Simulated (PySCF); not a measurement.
Gas-phase reaction: 2 H2SiNH = 2 N + H2 + 2 SiH2

Computed with PySCF and rigid-rotor harmonic-oscillator thermochemistry at 1 bar. † marks an energy on the PBE0/def2-TZVP geometry and frequencies; other levels use their own. MP2 and CCSD(T) freeze the core. 6-31G* has spherical d functions here. Open shells (unrestricted): N (multiplicity 4); the rest are closed-shell singlets. B3LYP is the form with VWN-RPA correlation. H2SiNH: computed as isolated molecules; such fragments, hydroxides, amides, oligomers or adducts are transient or little studied in the gas. MP2 isn't extrapolated to the basis-set limit; its ΔH°(298 K) is 1066.8 kJ in def2-SVP and 1176.6 kJ in def2-TZVPP. CCSD(T) isn't extrapolated to the basis-set limit; its ΔH°(298 K) is 981.1 kJ in def2-SVP and 1078.7 kJ in def2-TZVPP. The harmonic model lacks anharmonicity and excited electronic states, which grow with temperature; levels with a mode under 35 cm⁻¹ are left out. Warning, large T1 diagnostic: H2SiNH (CCSD(T)/def2-SVP†).

```json
[
 {"level": "B3LYP/def2-TZVP†", "ΔE electronic, kJ": "1193", "ΔH°(298 K), kJ": "1144", "ΔS°(298 K), J/K": "361", "ΔG°(2500 K), kJ": "216"},
 {"level": "BLYP/def2-TZVP†", "ΔE electronic, kJ": "1230", "ΔH°(298 K), kJ": "1181", "ΔS°(298 K), J/K": "361", "ΔG°(2500 K), kJ": "252"},
 {"level": "CCSD(T)/def2-SVP†", "ΔE electronic, kJ": "1030", "ΔH°(298 K), kJ": "981", "ΔS°(298 K), J/K": "361", "ΔG°(2500 K), kJ": "52"},
 {"level": "HF/6-31G*", "ΔE electronic, kJ": "538", "ΔH°(298 K), kJ": "483", "ΔS°(298 K), J/K": "363", "ΔG°(2500 K), kJ": "-459"},
 {"level": "M06-2X/def2-TZVP†", "ΔE electronic, kJ": "1179", "ΔH°(298 K), kJ": "1131", "ΔS°(298 K), J/K": "361", "ΔG°(2500 K), kJ": "202"},
 {"level": "MP2/def2-SVP†", "ΔE electronic, kJ": "1116", "ΔH°(298 K), kJ": "1067", "ΔS°(298 K), J/K": "361", "ΔG°(2500 K), kJ": "138"},
 {"level": "MP2/def2-TZVPP†", "ΔE electronic, kJ": "1225", "ΔH°(298 K), kJ": "1177", "ΔS°(298 K), J/K": "361", "ΔG°(2500 K), kJ": "248"},
 {"level": "PBE0/def2-SVP†", "ΔE electronic, kJ": "1179", "ΔH°(298 K), kJ": "1130", "ΔS°(298 K), J/K": "361", "ΔG°(2500 K), kJ": "202"},
 {"level": "PBE0/def2-TZVP", "ΔE electronic, kJ": "1208", "ΔH°(298 K), kJ": "1159", "ΔS°(298 K), J/K": "361", "ΔG°(2500 K), kJ": "230"},
 {"level": "r2SCAN/def2-TZVP†", "ΔE electronic, kJ": "1217", "ΔH°(298 K), kJ": "1168", "ΔS°(298 K), J/K": "361", "ΔG°(2500 K), kJ": "239"},
 {"level": "ωB97X-V/def2-TZVP†", "ΔE electronic, kJ": "1204", "ΔH°(298 K), kJ": "1155", "ΔS°(298 K), J/K": "361", "ΔG°(2500 K), kJ": "227"}
]
```
ΔH° is lowest at HF/6-31G* and highest at BLYP/def2-TZVP†. No reference value is set beside these.
